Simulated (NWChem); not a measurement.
## Atomisation of silicon monoxide (OSi)

```xyz
2

Si     0.0000     0.0000     0.5619
O      0.0000     0.0000    -0.9833
```
Charge 0, spin multiplicity 1.

The numbers come from NWChem runs, not from measurements. All single points use one geometry, from PBE/def2-SVP, a minimum by its harmonic frequencies.

Basis set: def2-TZVP. The atomisation energy is electronic alone: no zero-point, thermal, spin-orbit or counterpoise terms. No value is extrapolated to the basis-set limit. Free atoms are single determinants with multiplicities Si 3, O 3.

The stability of the SCF solutions was not checked. Open-shell Hartree-Fock references start from PBE0 orbitals.

Task: Order these methods by the atomisation energy they give, lowest first: HF, BHandHLYP, PBE0, BP86.

Result: HF (107.3 kcal/mol), BHandHLYP (169.2 kcal/mol), PBE0 (181.2 kcal/mol), BP86 (196.6 kcal/mol)
